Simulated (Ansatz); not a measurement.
`C/C=N/C` → `C=NC` + `[CH2]` (triplet) at 500 K and 1 bar (formal loss of a carbene).

Program: Ansatz. Geometries: PBE0-D4/def2-TZVP. ΔE: electronic, gas phase. CCSD(T)/CBS is the MP2 limit (def2-TZVPP, def2-QZVPP) plus CCSD(T) − MP2 in def2-TZVPP, frozen cores. This one scheme is used for every species. Triplets are unrestricted, without spin–orbit coupling.

```tsv
species	CCSD(T)/CBS energy (Eh)	H − E (kJ/mol)	S (J/(mol·K))
`C/C=N/C`	-173.04842	289.3	344.7
`C=NC`	-133.77870	206.0	296.0
`[CH2]` (triplet)	-39.09499	62.7	213.9
```

H − E and S are ideal-gas, rigid-rotor, harmonic terms from PBE0-D4/def2-TZVP, with the whole ground term of open shells counted as degenerate. 1 Eh = 2625.50 kJ/mol, R = 8.31446 J/(mol·K).

Question: By hand: ΔE, ΔH, ΔS and ΔG.

Answer: ΔE = (-133.77870) + (-39.09499) − (-173.04842) = 0.17473 Eh = 458.8 kJ/mol. Δ(H − E) = 206.0 + 62.7 − 289.3 = -20.6, so ΔH = 438.2 kJ/mol. ΔS = 296.0 + 213.9 − 344.7 = 165.2 J/(mol·K). ΔG = 438.2 − 500 × (165.2)/1000 = 355.6 kJ/mol.

Question: By hand: the equilibrium constant, and the temperature at which ΔG would vanish if ΔH and ΔS stayed fixed.

Answer: log₁₀ K = −ΔG/(RT ln 10) = -37.1. ΔG = 0 at ΔH/ΔS = 2653 K, far beyond where these terms or the molecules hold.

The number of gas molecules changes by +1, which sets the sign of ΔS. A doubt of 5 kJ/mol in ΔE shifts log₁₀ K by 0.5 here. A triplet takes part, so the spin changes. These are equilibria of isolated gas molecules and say nothing of rates. Largest T1 diagnostic: 0.011 (customary marks: 0.02 for closed shells, 0.045 for open ones).
